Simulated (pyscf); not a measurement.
F–CH₂–F + Cl atom (Cl•) -> hydrogen fluoride (HF) + F–CH•–Cl, a concerted two-bond exchange (doublet surface; C–F, C–H broken, F–H, C–Cl formed). PySCF, gas phase, ωB97X-D3(BJ)/def2-SVP geometries. Correlated levels are frozen-core, on RHF or UHF. ΔMP2 is the change of the MP2 total energy from the triple- to the quadruple-zeta basis. Energies in kcal/mol from the separated reactants.

Small-basis levels: PySCF, no dispersion term, spherical d functions. AM1 to PM7: differences of heats of formation from MOPAC. GFN2-xTB: tblite. Open shells are spin-unrestricted. 

| level | barrier | reaction energy |
|---|---|---|
| HF/STO-3G | 66.1 | +35.1 |
| HF/3-21G | 74.2 | +43.7 |
| MP2/6-31G* | 72.9 | +14.3 |
| PBE/6-31G* | 35.5 | +10.2 |
| B3LYP/LANL2DZ | 44.7 | +18.5 |
| B3LYP/6-31G* | 48.5 | +15.1 |
| M06-2X/6-31G* | 56.5 | +14.5 |
| B3LYP/6-311+G** | 46.1 | +2.0 |
| PBE/def2-SVP | 34.1 | +3.7 |
| B3LYP/def2-SVP | (withheld) | +8.8 |
| GFN2-xTB | (withheld) | +20.9 |
| AM1 | 70.1 | -19.8 |
| CCSD(T)/def2-TZVPP + ΔMP2(QZVPP) | (withheld) | +0.9 |

Question: Complete the blanks.

Answer: 
- B3LYP/def2-SVP, barrier: 47.5
- GFN2-xTB, barrier: 41.4
- CCSD(T)/def2-TZVPP + ΔMP2(QZVPP), barrier: 54.8

Against the last row the barrier runs from -20.7 (PBE/def2-SVP) to +19.4 kcal/mol (HF/3-21G). CCSD(T)/def2-TZVPP + ΔMP2(QZVPP) has limits of its own. One saddle was located; it need not be the lowest between these sides. The CCSD(T) − MP2 part came from Ansatz, without density fitting, on the same reference. A UHF reference is spin-contaminated (<S²> up to 0.88), which harms MP2 most. Left out: the spin-orbit lowering of Cl.
